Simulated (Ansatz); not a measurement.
# H2Cl (doublet): from Hartree-Fock to the top rungs at distance Cl1–H2 along a hydrogen transfer = 1.617 Å, 6-31G

Aim: climb from Hartree-Fock through coupled cluster and multireference methods for H2Cl (doublet) at one geometry and basis, and see what each rung misses.

Program: Ansatz 0.2.0, Gaussian basis. Level of theory: 6-31G, core rule «outside noble gas», up to 5 orbitals frozen. These are calculated values, not measurements.

The runs, in order: UHF; CCSD(T) on ROHF; CCSD(T) on UHF; BCCD(T) on ROHF; CISD; CCSDT(Q) on ROHF; CCSDT(Q) on UHF; CISDTQ; CCSDTQ on ROHF; CCSDTQ on UHF; CASSCF and MRCISD+Q, 3 electrons in 3 orbitals; CASSCF and NEVPT2, 3 electrons in 3 orbitals; CASSCF and MRCISD+Q, 9 electrons in 6 orbitals; CASSCF and MRCISD+Q(relaxed), 9 electrons in 6 orbitals; CASSCF and NEVPT2, 9 electrons in 6 orbitals; Full CI.

10 further runs of the same task are left out: 2 for a mislabelled method, 7 that didn't finish, 1 set aside as unsound or not needed.

## (1) What is computed

The geometry derives from fragments relaxed apart (PBE0/def2-TZVP) and kept rigid, so it is no stationary point. A hydrogen atom is moved between rigid fragments.

3 atoms, charge 0, spin multiplicity 2.

Atoms are counted from 1 here; the program's logs count them from 0.

Bond lengths: Cl1–H2 1.617 Å.

## (2) UHF

File in.yaml:

```yaml
crystal:
  periodic: [false, false, false]
  atoms:
    - {symbol: Cl, position_ang: [0.000000, 0.000000, -1.411000]}
    - {symbol: H, position_ang: [0.000000, 0.000000, 0.206000]}
    - {symbol: H, position_ang: [0.000000, 0.000000, 1.205000]}
basis:
  gaussian: {orbitals: 6-31G}
magnetization: {spin_polarized: true, initial_magnetization: 1}
hamiltonian: {xc: hf}
output: {orbitals: {seedname: orbitals}}
```

Command:

```
ansatz run in.yaml --threads 1 --pin off --events-out ev --progress --plain --max-ram 2393MiB
```

The runs that follow: CCSD(T) on ROHF; CCSD(T) on UHF; BCCD(T) on ROHF; CISD; CCSDT(Q) on ROHF; CCSDT(Q) on UHF; CISDTQ; CCSDTQ on ROHF; CCSDTQ on UHF; CASSCF and MRCISD+Q, 3 electrons in 3 orbitals; CASSCF and NEVPT2, 3 electrons in 3 orbitals; CASSCF and MRCISD+Q, 9 electrons in 6 orbitals; CASSCF and MRCISD+Q(relaxed), 9 electrons in 6 orbitals; CASSCF and NEVPT2, 9 electrons in 6 orbitals; Full CI.

**Question.** What will the summary of the whole plan be? Wanted: FCI below the RHF energy; RMP2 from FCI; UMP2 from FCI; RCCSD from FCI; RCCSD(T) from FCI; UCCSD(T) from FCI; RCCSDT(Q) from FCI; UCCSDT(Q) from FCI; NEVPT2 pair from FCI.

As calculated:

| quantity | value |
| --- | --- |
| FCI below the RHF energy | -2.0998 eV |
| RMP2 from FCI | +485.7 meV |
| UMP2 from FCI | +462.7 meV |
| RCCSD from FCI | +23.7 meV |
| RCCSD(T) from FCI | +5.4 meV |
| UCCSD(T) from FCI | +5.1 meV |
| RCCSDT(Q) from FCI | +0.2 meV |
| UCCSDT(Q) from FCI | +0.2 meV |
| NEVPT2 pair from FCI | +195.2 meV |
| MRCISD+Q pair from FCI | +20.6 meV |
| NEVPT2 valence from FCI | +307.9 meV |
| levels within 1 kcal/mol (43 meV) | RCCSD, UCCSD, RCCSD(T), UCCSD(T), BCCD(T), RCCSDT, UCCSDT, CISDTQ, RCCSDT(Q), UCCSDT(Q), RCCSDTQ, UCCSDTQ, MRCISD+Q pair, MRCISD valence, MRCISD+Q valence, MRCISD+Q(relaxed) valence |
| T1 diagnostic | 0.030 |
| effectively unpaired electrons | 1.02 |

In words: RCCSD(T) lands +5.4 meV from the yardstick (0.3 % of the correlation energy). One determinant dominates. Of the multireference levels listed MRCISD+Q(relaxed) valence comes nearest in total energy (+9.1 meV), which doesn't show that its space is the better one. These misses are within one basis, not against nature; the frozen cores of restricted and unrestricted runs differ, which can shift their rows.
